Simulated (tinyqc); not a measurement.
Inside a calculation (part 3 of 3). Method: UHF in the sto-6g basis, for OH+, spin multiplicity 3. Computed by tinyqc, a small Python program that keeps every step (integrals from PySCF). Command: `OMP_NUM_THREADS=1 python tinyqc.py 22457 22458 out.jsonl` (the two numbers bound the seeds that draw the settings). One thread of a shared host (Intel(R) Xeon(R) Processor @ 2.60GHz), about 0.1 s of CPU time with the checks.

Geometry (angstrom):
```
atom         x         y         z
O     0.000000  0.000000  0.000000
H     0.000000  0.000000  1.540000
```

## Iteration 4: DIIS over 4 matrices

error matrix X^T (FDS - SDF) X (alpha):
```
          1          2         3         4          5          6
1  0.000000  -0.002209  0.000000  0.000000  -0.007785  -0.006157
2  0.002209   0.000000  0.000000  0.000000  -0.007551  -0.006554
3  0.000000   0.000000  0.000000  0.000000   0.000000   0.000000
4  0.000000   0.000000  0.000000  0.000000   0.000000   0.000000
5  0.007785   0.007551  0.000000  0.000000   0.000000  -0.002054
6  0.006157   0.006554  0.000000  0.000000   0.002054   0.000000
```

B (overlaps of the stored error matrices):
```
                1               2               3              4
1   1.2253617e-01   5.1833108e-02  -1.4215083e-02  2.2906835e-03
2   5.1833108e-02   2.4433004e-02  -5.4282157e-03  2.0205171e-03
3  -1.4215083e-02  -5.4282157e-03   3.4876233e-03  1.1250425e-03
4   2.2906835e-03   2.0205171e-03   1.1250425e-03  1.2619617e-03
```

Minimise |sum c_i e_i|^2 with sum c_i = 1: solve [B -1; -1 0][c; lambda] = [0; -1] with B_ij = tr e_i^T e_j summed over both spins, and take F = sum c_i F_i.

DIIS coefficients: 0.121168  -1.765129  -4.315264  6.959225

extrapolated F(alpha) (hartree):
```
             1O 1s      1O 2s     1O 2px     1O 2py     1O 2pz      2H 1s
1O 1s   -21.334701  -5.174717   0.000000   0.000000  -0.010345  -0.327073
1O 2s    -5.174717  -3.037970   0.000000   0.000000  -0.062266  -0.454118
1O 2px    0.000000   0.000000  -1.123762   0.000000   0.000000   0.000000
1O 2py    0.000000   0.000000   0.000000  -1.123762   0.000000   0.000000
1O 2pz   -0.010345  -0.062266   0.000000   0.000000  -1.080557  -0.346325
2H 1s    -0.327073  -0.454118   0.000000   0.000000  -0.346325  -0.363456
```

extrapolated F(beta) (hartree):
```
             1O 1s      1O 2s     1O 2px     1O 2py     1O 2pz      2H 1s
1O 1s   -21.270062  -5.078688   0.000000   0.000000  -0.009729  -0.320730
1O 2s    -5.078688  -2.598241   0.000000   0.000000  -0.011823  -0.447765
1O 2px    0.000000   0.000000  -0.173663   0.000000   0.000000   0.000000
1O 2py    0.000000   0.000000   0.000000  -0.173663   0.000000   0.000000
1O 2pz   -0.009729  -0.011823   0.000000   0.000000  -0.639219  -0.436166
2H 1s    -0.320730  -0.447765   0.000000   0.000000  -0.436166  -0.704549
```

## Iteration 4: diagonalisation and new density

X:
```
                1          2          3         4          5         6
1O 1s   -0.533953   0.604136   0.000000  0.000000  -0.497623  0.399680
1O 2s    0.776409  -0.332184   0.000000  0.000000  -0.294576  0.545473
1O 2px   0.000000   0.000000  -0.240384  0.970678   0.000000  0.000000
1O 2py   0.000000   0.000000   0.970678  0.240384   0.000000  0.000000
1O 2pz   0.382888   0.662726   0.000000  0.000000   0.617786  0.263621
2H 1s   -0.657658  -0.496826   0.000000  0.000000   0.415928  0.472947
```

Diagonalise F' = X^T F X, C = X C', fill 5 alpha and 3 beta electrons from the bottom; D(s) = C_occ C_occ^T. Each column has its largest component positive (the first on a tie).

F' = X^T F X (alpha) (hartree):
```
           1          2          3          4          5          6
1  -3.563382   4.240774   0.000000   0.000000  -4.145705   3.307969
2   4.240774  -6.315674   0.000000   0.000000   5.683398  -5.641386
3   0.000000   0.000000  -1.123762   0.000000   0.000000   0.000000
4   0.000000   0.000000   0.000000  -1.123762   0.000000   0.000000
5  -4.145705   5.683398   0.000000   0.000000  -7.441374   6.324149
6   3.307969  -5.641386   0.000000   0.000000   6.324149  -7.189147
```

orbital energies (alpha) (hartree): MO1 -21.337967, MO2 -1.888308, MO3 -1.123762, MO4 -1.123762, MO5 -1.097140, MO6 -0.186161

coefficients C (alpha):
```
              MO1        MO2        MO3       MO4        MO5        MO6
1O 1s    0.996816  -0.249103   0.000000  0.000000   0.024636   0.034039
1O 2s    0.013508   1.021113   0.000000  0.000000  -0.113342  -0.204380
1O 2px   0.000000   0.000000  -0.095290  0.995450   0.000000   0.000000
1O 2py   0.000000   0.000000   0.995450  0.095290   0.000000   0.000000
1O 2pz   0.000819   0.075446   0.000000  0.000000   0.955649  -0.343521
2H 1s   -0.001505   0.016993   0.000000  0.000000   0.158422   1.025005
```

F' = X^T F X (beta) (hartree):
```
           1          2          3          4          5          6
1  -3.369374   4.242939   0.000000   0.000000  -4.009073   3.649834
2   4.242939  -6.136723   0.000000   0.000000   5.942809  -5.533787
3   0.000000   0.000000  -0.173663   0.000000   0.000000   0.000000
4   0.000000   0.000000   0.000000  -0.173663   0.000000   0.000000
5  -4.009073   5.942809   0.000000   0.000000  -7.318714   6.185213
6   3.649834  -5.533787   0.000000   0.000000   6.185213  -7.053826
```

orbital energies (beta) (hartree): MO1 -21.271487, MO2 -1.477922, MO3 -0.896526, MO4 -0.232703, MO5 -0.173663, MO6 -0.173663

coefficients C (beta):
```
              MO1        MO2        MO3        MO4       MO5        MO6
1O 1s    0.997936  -0.239336   0.051221   0.040960  0.000000   0.000000
1O 2s    0.008833   0.991520  -0.255855  -0.220955  0.000000   0.000000
1O 2px   0.000000   0.000000   0.000000   0.000000  0.019289   0.999814
1O 2py   0.000000   0.000000   0.000000   0.000000  0.999814  -0.019289
1O 2pz   0.000637   0.036850   0.659746  -0.774816  0.000000   0.000000
2H 1s   -0.000948   0.132591   0.638087   0.807025  0.000000   0.000000
```

D(alpha) after iteration 4:
```
            1O 1s      1O 2s    1O 2px    1O 2py     1O 2pz      2H 1s
1O 1s    1.056301  -0.243690  0.000000  0.000000   0.005566  -0.001830
1O 2s   -0.243690   1.055702  0.000000  0.000000  -0.031265  -0.000625
1O 2px   0.000000   0.000000  1.000000  0.000000   0.000000   0.000000
1O 2py   0.000000   0.000000  0.000000  1.000000   0.000000   0.000000
1O 2pz   0.005566  -0.031265  0.000000  0.000000   0.918957   0.152677
2H 1s   -0.001830  -0.000625  0.000000  0.000000   0.152677   0.025389
```

D(beta) after iteration 4:
```
            1O 1s      1O 2s    1O 2px    1O 2py     1O 2pz      2H 1s
1O 1s    1.055782  -0.241597  0.000000  0.000000   0.025609   0.000004
1O 2s   -0.241597   1.048652  0.000000  0.000000  -0.132256  -0.031800
1O 2px   0.000000   0.000000  0.000000  0.000000   0.000000   0.000000
1O 2py   0.000000   0.000000  0.000000  0.000000   0.000000   0.000000
1O 2pz   0.025609  -0.132256  0.000000  0.000000   0.436624   0.425861
2H 1s    0.000004  -0.031800  0.000000  0.000000   0.425861   0.424736
```

Within a degenerate level the vectors are fixed only up to a rotation; this is one choice.

## Iteration 11 (converged): orbitals

converged F(alpha) (hartree):
```
             1O 1s      1O 2s     1O 2px     1O 2py     1O 2pz      2H 1s
1O 1s   -21.377402  -5.183571   0.000000   0.000000  -0.009291  -0.327430
1O 2s    -5.183571  -3.062871   0.000000   0.000000  -0.055136  -0.454184
1O 2px    0.000000   0.000000  -1.149834   0.000000   0.000000   0.000000
1O 2py    0.000000   0.000000   0.000000  -1.149834   0.000000   0.000000
1O 2pz   -0.009291  -0.055136   0.000000   0.000000  -1.093654  -0.341405
2H 1s    -0.327430  -0.454184   0.000000   0.000000  -0.341405  -0.350400
```

converged F(beta) (hartree):
```
             1O 1s      1O 2s     1O 2px     1O 2py     1O 2pz      2H 1s
1O 1s   -21.312826  -5.086739   0.000000   0.000000  -0.008763  -0.320850
1O 2s    -5.086739  -2.620959   0.000000   0.000000  -0.012076  -0.441001
1O 2px    0.000000   0.000000  -0.199471   0.000000   0.000000   0.000000
1O 2py    0.000000   0.000000   0.000000  -0.199471   0.000000   0.000000
1O 2pz   -0.008763  -0.012076   0.000000   0.000000  -0.630170  -0.417599
2H 1s    -0.320850  -0.441001   0.000000   0.000000  -0.417599  -0.702282
```

As before.

F' = X^T F X (alpha) (hartree):
```
           1          2          3          4          5          6
1  -3.578351   4.255801   0.000000   0.000000  -4.155217   3.304168
2   4.255801  -6.338325   0.000000   0.000000   5.682709  -5.650988
3   0.000000   0.000000  -1.149834   0.000000   0.000000   0.000000
4   0.000000   0.000000   0.000000  -1.149834   0.000000   0.000000
5  -4.155217   5.682709   0.000000   0.000000  -7.459995   6.344490
6   3.304168  -5.650988   0.000000   0.000000   6.344490  -7.201898
```

orbital energies (alpha) (hartree): MO1 -21.380637, MO2 -1.911512, MO3 -1.149834, MO4 -1.149834, MO5 -1.109079, MO6 -0.177341

coefficients C (alpha):
```
              MO1        MO2       MO3        MO4        MO5        MO6
1O 1s    0.996832  -0.249343  0.000000   0.000000   0.021696   0.033793
1O 2s    0.013439   1.022629  0.000000   0.000000  -0.100431  -0.203561
1O 2px   0.000000   0.000000  0.350785   0.936456   0.000000   0.000000
1O 2py   0.000000   0.000000  0.936456  -0.350785   0.000000   0.000000
1O 2pz   0.000760   0.065896  0.000000   0.000000   0.959806  -0.333758
2H 1s   -0.001497   0.013461  0.000000   0.000000   0.148266   1.026576
```

F' = X^T F X (beta) (hartree):
```
           1          2          3          4          5          6
1  -3.403166   4.247469   0.000000   0.000000  -4.013575   3.649563
2   4.247469  -6.156110   0.000000   0.000000   5.956339  -5.539711
3   0.000000   0.000000  -0.199471   0.000000   0.000000   0.000000
4   0.000000   0.000000   0.000000  -0.199471   0.000000   0.000000
5  -4.013575   5.956339   0.000000   0.000000  -7.322358   6.210530
6   3.649563  -5.539711   0.000000   0.000000   6.210530  -7.061586
```

orbital energies (beta) (hartree): MO1 -21.314218, MO2 -1.497184, MO3 -0.879327, MO4 -0.252490, MO5 -0.199471, MO6 -0.199471

coefficients C (beta):
```
              MO1        MO2        MO3        MO4        MO5       MO6
1O 1s    0.997961  -0.240445   0.047106   0.038726   0.000000  0.000000
1O 2s    0.008727   0.997745  -0.239190  -0.211400   0.000000  0.000000
1O 2px   0.000000   0.000000   0.000000   0.000000  -0.282447  0.959283
1O 2py   0.000000   0.000000   0.000000   0.000000   0.959283  0.282447
1O 2pz   0.000590   0.029999   0.652672  -0.781078   0.000000  0.000000
2H 1s   -0.000951   0.114685   0.648391   0.801536   0.000000  0.000000
```

D(alpha) after iteration 11:
```
            1O 1s      1O 2s    1O 2px    1O 2py     1O 2pz      2H 1s
1O 1s    1.056317  -0.243768  0.000000  0.000000   0.005151  -0.001632
1O 2s   -0.243768   1.056036  0.000000  0.000000  -0.028996  -0.001145
1O 2px   0.000000   0.000000  1.000000  0.000000   0.000000   0.000000
1O 2py   0.000000   0.000000  0.000000  1.000000   0.000000   0.000000
1O 2pz   0.005151  -0.028996  0.000000  0.000000   0.925570   0.143193
2H 1s   -0.001632  -0.001145  0.000000  0.000000   0.143193   0.022166
```

D(beta) after iteration 11:
```
            1O 1s      1O 2s    1O 2px    1O 2py     1O 2pz      2H 1s
1O 1s    1.055960  -0.242460  0.000000  0.000000   0.024121   0.002019
1O 2s   -0.242460   1.052783  0.000000  0.000000  -0.126176  -0.040671
1O 2px   0.000000   0.000000  0.000000  0.000000   0.000000   0.000000
1O 2py   0.000000   0.000000  0.000000  0.000000   0.000000   0.000000
1O 2pz   0.024121  -0.126176  0.000000  0.000000   0.426882   0.426627
2H 1s    0.002019  -0.040671  0.000000  0.000000   0.426627   0.433565
```

Within a degenerate level the vectors are fixed only up to a rotation; this is one choice.

## Convergence

Stop when the energy changes by less than 1e-09 hartree and every element of the error matrix X^T (F D S - S D F) X (for each spin) is below 9e-06.

Course of the cycle:
```
iteration   E (hartree)     change  largest element of the error matrix
1          -74.47725816          -                             1.16e-01
2          -74.66166803  -1.84e-01                             5.46e-02
3          -74.68182671  -2.02e-02                             2.14e-02
4          -74.68440376  -2.58e-03                             1.09e-02
5          -74.69225836  -7.85e-03                             4.63e-03
6          -74.69223788   2.05e-05                             2.30e-03
7          -74.69232636  -8.85e-05                             8.76e-04
8          -74.69233100  -4.65e-06                             7.66e-04
9          -74.69234948  -1.85e-05                             9.58e-06
10         -74.69234948  -2.88e-09                             7.37e-07
11         -74.69234948  -1.32e-11                             1.83e-08
```

PySCF UHF in the same basis, after a stability check = -74.69234948 hartree

Converged in 11 iterations.

## Populations, bond orders and dipole

overlap S:
```
           1O 1s     1O 2s    1O 2px    1O 2py    1O 2pz     2H 1s
1O 1s   1.000000  0.231145  0.000000  0.000000  0.000000  0.014412
1O 2s   0.231145  1.000000  0.000000  0.000000  0.000000  0.188169
1O 2px  0.000000  0.000000  1.000000  0.000000  0.000000  0.000000
1O 2py  0.000000  0.000000  0.000000  1.000000  0.000000  0.000000
1O 2pz  0.000000  0.000000  0.000000  0.000000  1.000000  0.185344
2H 1s   0.014412  0.188169  0.000000  0.000000  0.185344  1.000000
```

Mulliken: Z minus the diagonal of D S on the atom; Loewdin: the same with S^(1/2) D S^(1/2); Mayer order: 2 sum_s sum (D(s) S)_ij (D(s) S)_ji over the two atoms.

Charges (e):
```
atom  Mulliken   Loewdin  Mulliken spin
1O    0.553481  0.573369       2.456547
2H    0.446519  0.426631      -0.456547
```

Mayer bond orders:
```
pair     order
2-1   0.592186
```

dipole moment about the origin, x y z (debye): 0.000000  0.000000  3.596940

<S^2> of the determinant (pure state: 2) = 2.267909
